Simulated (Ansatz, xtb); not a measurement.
Species: CHF2, net charge -1, singlet state. It need not be the lowest isomer of its formula. Whether it binds its extra electron was not tested at this geometry. SMILES: F[CH-]F
Structure (B3LYP-D3(BJ)/def2-TZVP (Ansatz, a first-principles code) minimum search):
```
C
H 1 1.1230
F 1 1.4763 2 98.78
F 1 1.4763 2 98.78 3 -102.29
```
Charge -1, spin multiplicity 1.

Harmonic wavenumbers from GFN2-xTB (xtb, at its own minimum), cm⁻¹: 406, 718, 878, 1194, 1276, 2464.

Task: Give the harmonic wavenumbers at B3LYP-D3(BJ)/def2-TZVP (Ansatz, finite differences of forces, unscaled).

Result: 438, 674, 849, 1270, 1305, 2651 cm⁻¹. Zero-point energy 10.3 kcal/mol.

Task: From these and the geometry, give the ideal-gas thermochemistry at 298.15 K and 1 atm (rigid rotor, harmonic oscillator).

Result: Point group Cs, rotational symmetry number 1. Rotational constants 49.34, 10.09, 8.675 GHz. S(trans) 37.71, S(rot) 21.84, S(vib) 1.40, S(elec, spin only) 0.00, S 60.9 cal/(mol K). H(298) - H(0) 2.68 kcal/mol; G - E(el) -5.2 kcal/mol.
